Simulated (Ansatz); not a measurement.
`CC1(F)C=N1`, relaxed with RKS PBE0-D4/def2-TZVP in Ansatz 0.2.0 from a PBE-D4/def2-SVP geometry. The force threshold is 0.005 eV/Å; the program also tests the step.

The species carries charge 0 and has multiplicity 1.

Start:

```xyz
9

C    -0.904   -0.568    0.401
C     0.375   -0.144   -0.264
F     0.777   -1.070   -1.203
C     0.921    1.184   -0.369
N     1.496    0.463    0.520
H    -1.717   -0.674   -0.345
H    -0.759   -1.553    0.892
H    -1.213    0.168    1.165
H     1.023    2.195   -0.798
```

```
step  energy (eV)  largest force (eV/Å)  largest move (Å)
   1   -7375.9219                 1.537             0.000
   2   -7375.9668                 0.516             0.025
   3   -7375.9723                 0.076             0.011
   4   -7375.9725                 0.038             0.001
   5   -7375.9726                 0.006             0.002
   6   -7375.9726                 0.004             0.001
```

End:

```xyz
9

C    -0.897   -0.565    0.399
C     0.372   -0.137   -0.255
F     0.773   -1.058   -1.189
C     0.914    1.173   -0.365
N     1.477    0.461    0.510
H    -1.696   -0.661   -0.340
H    -0.755   -1.536    0.878
H    -1.198    0.161    1.154
H     1.010    2.164   -0.792
```

Hardware: 2 threads of an Intel Xeon Platinum 8488C on a shared host. Wall time 20 s, peak host memory 0.39 GiB.
